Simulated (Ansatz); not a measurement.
Molecule: CS₂, charge -1, multiplicity 2. 
Coordinates optimised at B3LYP-D3(BJ)/def2-TZVP (Ansatz, a first-principles code):
```
C
S 1 1.6362
S 1 1.6362 2 143.72
```
Charge -1, spin multiplicity 2.

Parts of the frozen-core correlation energy in cc-pwCVTZ (Ansatz, hartree). Frozen orbitals: 11; correlated occupied orbitals by spin: 9 and 8; virtual: 141 and 142. UHF or UKS for open shells. No spin-orbit coupling. No relativistic terms.

```json
[
 {"term": "reference (HF)", "value": "-832.97683"},
 {"term": "MP2 opposite-spin", "value": "-0.36051"},
 {"term": "MP2 same-spin", "value": "-0.12766"},
 {"term": "CCSD correlation", "value": "-0.51388"},
 {"term": "(T)", "value": "-0.03196"},
 {"term": "T1 diagnostic", "value": "0.025"},
 {"term": "largest doubles amplitude", "value": "0.067"},
 {"term": "<S^2> of the reference", "value": "0.782"}
]
```
